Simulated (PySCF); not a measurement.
# CH3ClSi (SMILES C[Si]Cl): XLYP-D3(BJ)/MINAO (density fitting)

Wanted: a stability test of CH3ClSi. Input form: a Python script.

The calculation is run with PySCF 2.14.0.

4 further runs of the same task are left out: 3 that didn't finish, 1 set aside as unsound or not needed.

## (1) The structure to begin with

CH3ClSi has 6 atoms, charge 0, and is taken as a singlet. As SMILES, `C[Si]Cl`. Geometry: relaxed at PBE0-D4/def2-TZVP.

Bond lengths: C1–Si2 1.887 Å, Si2–Cl3 2.093 Å, C1–H4 1.096 Å, C1–H5 1.093 Å, C1–H6 1.096 Å. Angles: C1–Si2–Cl3 98.3°, Si2–C1–H4 110.2°, Si2–C1–H5 111.6°, Si2–C1–H6 110.2°, H4–C1–H5 109.0°, H4–C1–H6 106.7°, H5–C1–H6 109.0°.

## (2) The stability of the SCF solution at XLYP-D3(BJ)/MINAO (density fitting)

calc.py

```python
from pyscf import gto, dft

mol = gto.M(
    atom='''
C
Si 1 1.887153
Cl 2 2.093091 1 98.25252
H 1 1.096009 2 110.16974 3 -58.83986
H 1 1.092776 4 109.02208 2 122.75802
H 1 1.095982 5 109.02846 4 -116.15598
''',
    max_memory=1860,
    charge=0,
    basis='minao',
    verbose=3,
    spin=0,
)

myscf = dft.RKS(mol, xc='xlyp')
myscf = myscf.density_fit()
myscf.disp = 'd3bj'
myscf.kernel()

energy = myscf.e_tot
print('E = %.10f Eh' % energy)
mo_i, mo_e, stable_i, stable_e = myscf.stability(internal=True, external=True, return_status=True)
print('stable: internal', stable_i, 'external', stable_e)
```

Run with:

```console
$ OMP_NUM_THREADS=1 python calc.py
```

The log of the run:

```text
WARN: Even tempered Gaussians are generated as DF auxbasis for  H Cl C Si

converged SCF energy = -789.719374730953
E = -789.7193747310 Eh
<class 'pyscf.df.df_jk.DFRKS'> wavefunction is stable in the internal stability analysis

WARN: QR decomposition removed 1 vectors.

WARN: QR decomposition removed 1 vectors.

WARN: QR decomposition removed 1 vectors.

WARN: QR decomposition removed 1 vectors.

<class 'pyscf.df.df_jk.DFRKS'> wavefunction is stable in the real -> complex stability analysis
<class 'pyscf.df.df_jk.DFRKS'> wavefunction is stable in the RHF/RKS -> UHF/UKS stability analysis
stable: internal True external True
```

Wall time 16 s (1 thread of AMD EPYC 7R43 (Zen 3), shared host); peak memory 0.29 GiB.

## (3) What came out

At XLYP-D3(BJ)/MINAO (density fitting):

```
         quantity          value
     total energy  -789.71937 Eh
    dipole moment         1.36 D
      HOMO energy       -6.50 eV
      LUMO energy       -4.32 eV
    HOMO–LUMO gap        2.18 eV
dispersion energy  -61.82 kJ/mol
```
